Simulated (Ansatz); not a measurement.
All numbers were calculated with Ansatz.

CH4O2 (`OCO`) at its PBE0-D4/def2-TZVP geometry, where that method's forces vanish. Charge 0, multiplicity 1.

| atom | x (Å) | y (Å) | z (Å) |
| --- | --- | --- | --- |
| O1 | -0.670 | 0.869 | 0.530 |
| C2 | 0.324 | 0.184 | -0.172 |
| O3 | 0.100 | -1.193 | -0.228 |
| H4 | -1.504 | 0.736 | 0.069 |
| H5 | 1.259 | 0.427 | 0.344 |
| H6 | 0.387 | 0.508 | -1.216 |
| H7 | 0.104 | -1.531 | 0.673 |

**Question.** For each bond, give half the difference of the two atoms' forces along it (eV/Å; positive pushes the atoms apart) under PBE-D4, r2SCAN-D4, B3LYP-D4, ωB97M-V in def2-TZVPP. (Best estimate.)

**Answer.** The calculation gave: 
```csv
bond,length (Å),PBE-D4,r2SCAN-D4,B3LYP-D4,ωB97M-V
O1–C2,1.396,0.32,0.26,0.29,0.22
O1–H4,0.962,0.40,0.01,-0.03,-0.10
C2–O3,1.396,0.32,0.26,0.29,0.22
C2–H5,1.095,0.06,-0.10,-0.17,-0.17
C2–H6,1.095,0.06,-0.10,-0.17,-0.17
O3–H7,0.962,0.40,0.01,-0.03,-0.10
```

B3LYP here is the variant with VWN-RPA as its local correlation; programs differ in this.
